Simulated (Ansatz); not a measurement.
Predict the output of the script below (Ansatz 0.2.0 through its Python package).

`chn_composite.py`:
```python
"""A composite energy for CHN: DFT geometry, MP2 basis limit, coupled-cluster correction."""

import itertools
import logging
import sys
import warnings

import ansatz as az
from ase import Atoms
from ase.data import atomic_numbers, covalent_radii
import numpy as np

logging.basicConfig(stream=sys.stdout, format="[%(levelname)s] %(message)s")
log = logging.getLogger("ansatz_job")
log.setLevel(logging.INFO)

warnings.simplefilter("ignore", az.DeckWarning)

atoms = Atoms(["C", "N", "H"], positions=[
    (-0.00568, -0.02502, -0.00572),
    (0.25004, 1.05289, 0.25316),
    (-0.24436, -1.02787, -0.24745),
])
geometry = az.Crystal.molecule_from_ase(atoms)

calculation = (
    geometry.calculation()
    .basis(gaussian="def2-SVP")
    .functional("pbe0")
)
symbols = [site.symbol for site in geometry.cartesian_sites]
start = np.array([site.position_ang for site in geometry.cartesian_sites], dtype=float)
report = calculation.relax(force_tolerance=0.01).run().report
end = np.array(report["positions_ang"])
# pairs closer than 1.2 times the sum of covalent radii, before or after
radius = [covalent_radii[atomic_numbers[s]] for s in symbols]
span = lambda where, i, j: np.linalg.norm(where[i] - where[j])
bonded = [(i, j) for i, j in itertools.combinations(range(len(symbols)), 2) if min(span(start, i, j), span(end, i, j)) < 1.2 * (radius[i] + radius[j])]
log.info("pair        before    after (A)")
for i, j in bonded:
    print(f"{symbols[i]}{i}-{symbols[j]}{j}".ljust(10), f"{span(start, i, j):8.4f} {span(end, i, j):8.4f}")

minimum = az.Crystal.molecule()
for symbol, place in zip(symbols, end):
    minimum = minimum.atom(symbol, place.tolist())
at_minimum = minimum.calculation()
# MP2 extrapolated to the basis limit, plus the small-basis difference CCSD(T) - MP2
level = lambda method, basis: at_minimum.basis(gaussian=basis).correlation(method).run().report
small, large, cluster = level("mp2", "cc-pVDZ"), level("mp2", "cc-pVTZ"), level("ccsd_t", "cc-pVDZ")
corr = lambda each: (each["free_energy_ev"] - each["reference_energy_ev"]) / 27.211386246
mp2_limit = (27 * corr(large) - 8 * corr(small)) / 19
pieces = {"HF / cc-pVTZ": large["reference_energy_ev"] / 27.211386246, "MP2 correlation, DZ-TZ limit": mp2_limit, "CCSD(T) - MP2 / cc-pVDZ": corr(cluster) - corr(small)}
for name, value in pieces.items():
    log.info(f"{name:32s} {value:14.6f} Ha")
log.info(f"{'sum':32s} {sum(pieces.values()):14.6f} Ha")
print("T1 diagnostic", round(cluster["correlation"]["coupled_cluster"]["t1_diagnostic"], 4))
```

Output of `python chn_composite.py`:
```text
[INFO] pair        before    after (A)
C0-N1        1.1377   1.1538
C0-H2        1.0588   1.0796
[INFO] HF / cc-pVTZ                         -92.907648 Ha
[INFO] MP2 correlation, DZ-TZ limit          -0.371071 Ha
[INFO] CCSD(T) - MP2 / cc-pVDZ               -0.020951 Ha
[INFO] sum                                  -93.299670 Ha
T1 diagnostic 0.0137
```

The settings weren't tested for convergence. The sum leaves out core correlation, relativity, the Hartree-Fock basis error and zero-point energy; a DZ-TZ extrapolation is rough. Inner cores stay frozen, so this is valence correlation. An extrapolation from small basis sets is rough. It ran for 2.8 s on 1 thread of Arm Neoverse V1 (shared host), peak memory 0.17 GiB.
